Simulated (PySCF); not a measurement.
**Working with the constants of C₂⁻**

PBE0 constants of C₂⁻, doublet, unpaired electrons σ ↑ (C aug-cc-pVDZ; no relativity (PySCF 2.14); masses 12.0000 and 12.0000 u):

- ωe: 1853.0 cm⁻¹
- ωexe: 10.9 cm⁻¹
- Be: 1.7333 cm⁻¹
- αe: 0.0152 cm⁻¹
- De to C + C⁻: 7.98 eV

Question: What force constant and bond length do these constants imply?

Answer: Reduced mass μred = 6.0000 u; k = 5.8918×10⁻⁷·μred·ωe² (u, cm⁻¹, mdyn/Å) = 12.1 mdyn/Å; Re = √(16.8576/(μred·Be)) (u, cm⁻¹, Å) = 1.273 Å.

Question: Estimate the centrifugal constant D from the Kratzer relation and find the Dunham coefficient a1.

Answer: D = 4Be³/ωe² = 6.07e-06 cm⁻¹; a1 = −1 − αeωe/(6Be²) = -2.56.

The state was picked by a PBE0 search and need not be the measured ground state.
